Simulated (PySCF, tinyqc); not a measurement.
Worked calculation: MP2 on RHF in the sto-6g basis, frozen core, for HF, spin multiplicity 1. The lowest restricted solution is unstable here: a spin-polarised one lies 0.0198 hartree lower (PySCF). One step of it, computed by the program tinyqc.

Problem. Second-order Moller-Plesset energy. E2 = sum_ijab (ia|jb) [2 (ia|jb) - (ib|ja)] / (e_i + e_j - e_a - e_b) over occupied i, j and virtual a, b; the opposite-spin part is (ia|jb)^2 / denominator, the rest is same-spin, and SCS-MP2 scales them by 6/5 and 1/3.

orbital energies (hartree): [-26.268021, -1.421684, -0.473078, -0.473078, -0.458462, 0.287593]

Two-electron integrals over orbitals (pq|rs), unique and non-zero (hartree); the lowest 1 orbital is frozen and left out:
```
(22|22) 0.882898    (32|32) 0.191353    (33|22) 0.901614    (33|33) 0.998085
(42|42) 0.191353    (43|43) 0.053789    (44|22) 0.901614    (44|33) 0.890506
(44|44) 0.998085    (52|22) -0.045123   (52|33) -0.058315   (52|44) -0.058315
(52|52) 0.127417    (53|32) -0.023100   (53|53) 0.033139    (54|42) -0.023100
(54|54) 0.033139    (55|22) 0.675879    (55|33) 0.661081    (55|44) 0.661081
(55|52) -0.009315   (55|55) 0.656447    (62|22) -0.072640   (62|33) -0.072256
(62|44) -0.072256   (62|52) -0.082935   (62|55) -0.021070   (62|62) 0.090636
(63|32) -0.024035   (63|53) -0.023693   (63|63) 0.028081    (64|42) -0.024035
(64|54) -0.023693   (64|64) 0.028081    (65|22) -0.256303   (65|33) -0.259442
(65|44) -0.259442   (65|52) 0.070907    (65|55) -0.088941   (65|62) 0.030241
(65|65) 0.246158    (66|22) 0.625968    (66|33) 0.611345    (66|44) 0.611345
(66|52) 0.039547    (66|55) 0.637125    (66|62) -0.048443   (66|65) -0.026324
(66|66) 0.660617
```

Hartree-Fock energy = -99.39805779 hartree

Give: Terms; Pair energies; MP2 correlation energy; SCS-MP2 correlation energy; MP2 total energy.

Solution.

Terms:
```
i  j  a  b  (ia|jb)  (ib|ja)  denominator       term
5  5  6  6   0.2462   0.2462      -1.4921    -0.0406
2  2  6  6   0.0906   0.0906      -3.4186    -0.0024
3  3  6  6   0.0281   0.0281      -1.5213    -0.0005
4  4  6  6   0.0281   0.0281      -1.5213    -0.0005
2  5  6  6   0.0302   0.0302      -2.4553  -3.72e-04
5  2  6  6   0.0302   0.0302      -2.4553  -3.72e-04
```

Pair energies (hartree; pair i-j sums ij and ji):
```
pair  opposite spin  same spin
2-2         -0.0024     0.0000
3-3         -0.0005     0.0000
4-4         -0.0005     0.0000
5-2         -0.0007     0.0000
5-5         -0.0406     0.0000
```

MP2 correlation energy = -0.044794 hartree

SCS-MP2 correlation energy = -0.053753 hartree

MP2 total energy = -99.442852 hartree
